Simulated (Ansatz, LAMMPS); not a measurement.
## How well does each level of theory give the bulk modulus of hcp Be?

Reference value: 117 GPa (measured, room temperature, not corrected to a static lattice, our sources range from 97.2 to 117; as tabulated in arXiv:2410.04971).

Task: What do Lennard-Jones uff-vdw, LDA, PBE, RPBE, PBEsol-D3(BJ), rVV10, r²SCAN, r²SCAN-D4 give, and how far is each from the reference?

Result: 
```tsv
level (code)	value (GPa)	cell (Å³/atom)	difference (%)
Lennard-Jones uff-vdw (LAMMPS)	3.02	13.41	-97
LDA (Ansatz)	131	7.55	+12.0
PBE (Ansatz)	123	7.91	+5.1
RPBE (Ansatz)	118	8.12	+0.9
PBEsol-D3(BJ) (Ansatz)	132	7.48	+12.8
rVV10 (Ansatz)	126	7.80	+7.7
r²SCAN (Ansatz)	124	7.91	+6.0
r²SCAN-D4 (Ansatz)	126	7.85	+7.7
```

Leaving aside Lennard-Jones uff-vdw (doubt noted below): The levels aren't ranked against this reference (sources at odds).

The measured value isn't corrected to a static lattice, so vibrations enter the comparison. A static lattice is as a rule stiffer than a warm one, by over a tenth in soft solids.  Lennard-Jones uff-vdw: this is a force field's van der Waals term alone, without bonds or charges. Each level is taken at its own relaxed cell. Cutoffs differ between the levels. Ansatz's density-functional and Hartree–Fock values are scalar-relativistic unless marked +SOC, with PAW data made under PBE.

Differences are worked out from the printed values.

Ansatz is a first-principles code.
